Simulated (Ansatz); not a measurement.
bcc Mo, treated with PBEsol (Ansatz, a quantum-chemistry and plane-wave program, PAW).

A relaxed, unreconstructed slab of the (100) face has 8 atoms, two equal faces of 9.796 Å² each and an energy of -39175.4204 eV. A bulk cell of 2 atoms with the same orientation and in-plane k mesh has -9794.9418 eV. Energies are extrapolated to zero smearing.

Run with plane-wave cutoff 500 eV, 18×18×1 k mesh (along the axes of the cell as run), Fermi–Dirac smearing 0.1 eV, scalar-relativistic PAW data made under PBE.

Worked out: γ = (E_slab − N E_bulk per atom)/2A = [-39175.4204 − 8 × (-9794.9418/2)]/(2 × 9.796) = 0.2219 eV/Å². With 16.022 J/m² per eV/Å² this is 3.55 J/m², or 2.17 eV per surface cell and face.
